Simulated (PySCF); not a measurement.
Process, species as SMILES: Cl[C]F (closed-shell singlet) + 3 [H][H] (H2) → C (CH4) + Cl (HCl) + F (HF)
B3LYP-D3(BJ)/def2-TZVP geometries, fixed; electronic energies without zero-point terms.
Largest species:
```xyz
5

C      0.0000     0.0000     0.0000
H      0.6205     0.6269     0.6390
H     -0.6429    -0.6249     0.6185
H      0.6369    -0.6328    -0.6166
H     -0.6146     0.6308    -0.6409
```

Basis-set convergence of the energy of full hydrogenation at PBE with PySCF. All functions are spherical. Density fitting with generated auxiliary sets. No added dispersion term, no relativity. Functions are those of the species that has most. Reference: the value in def2-QZVPPD, -121.54 kcal/mol, itself unsure by roughly 0.58 kcal/mol (its mean distance from pcseg-3, def2-QZVPP, cc-pV(Q+d)Z).

```json
[
 {"basis": "6-31G**", "functions": "46", "energy of full hydrogenation (kcal/mol)": "…"},
 {"basis": "def2-SVP", "functions": "46", "energy of full hydrogenation (kcal/mol)": "-115.51"},
 {"basis": "pcseg-1", "functions": "46", "energy of full hydrogenation (kcal/mol)": "…"},
 {"basis": "cc-pV(D+d)Z", "functions": "51", "energy of full hydrogenation (kcal/mol)": "-113.40"},
 {"basis": "6-311G**", "functions": "62", "energy of full hydrogenation (kcal/mol)": "-119.20"},
 {"basis": "def2-SVPD", "functions": "70", "energy of full hydrogenation (kcal/mol)": "-129.81"},
 {"basis": "aug-pcseg-1", "functions": "73", "energy of full hydrogenation (kcal/mol)": "…"},
 {"basis": "aug-cc-pV(D+d)Z", "functions": "78", "energy of full hydrogenation (kcal/mol)": "…"},
 {"basis": "6-311++G(2d,2p)", "functions": "89", "energy of full hydrogenation (kcal/mol)": "-123.48"},
 {"basis": "cc-pV(T+d)Z", "functions": "99", "energy of full hydrogenation (kcal/mol)": "-118.47"},
 {"basis": "def2-TZVP", "functions": "99", "energy of full hydrogenation (kcal/mol)": "-117.45"},
 {"basis": "def2-TZVPP", "functions": "104", "energy of full hydrogenation (kcal/mol)": "-119.95"},
 {"basis": "6-311++G(3df,3pd)", "functions": "125", "energy of full hydrogenation (kcal/mol)": "-121.72"},
 {"basis": "def2-TZVPPD", "functions": "128", "energy of full hydrogenation (kcal/mol)": "-121.98"},
 {"basis": "aug-cc-pV(T+d)Z", "functions": "147", "energy of full hydrogenation (kcal/mol)": "-121.67"},
 {"basis": "cc-pV(Q+d)Z", "functions": "175", "energy of full hydrogenation (kcal/mol)": "-120.23"},
 {"basis": "pcseg-3", "functions": "192", "energy of full hydrogenation (kcal/mol)": "-121.58"},
 {"basis": "def2-QZVPPD", "functions": "208", "energy of full hydrogenation (kcal/mol)": "-121.54"}
]
```

### Question
Some entries are withheld; supply them.

### Answer

- 6-31G**, energy of full hydrogenation (kcal/mol): -111.79
- pcseg-1, energy of full hydrogenation (kcal/mol): -118.21
- aug-pcseg-1, energy of full hydrogenation (kcal/mol): -122.21
- aug-cc-pV(D+d)Z, energy of full hydrogenation (kcal/mol): -125.20
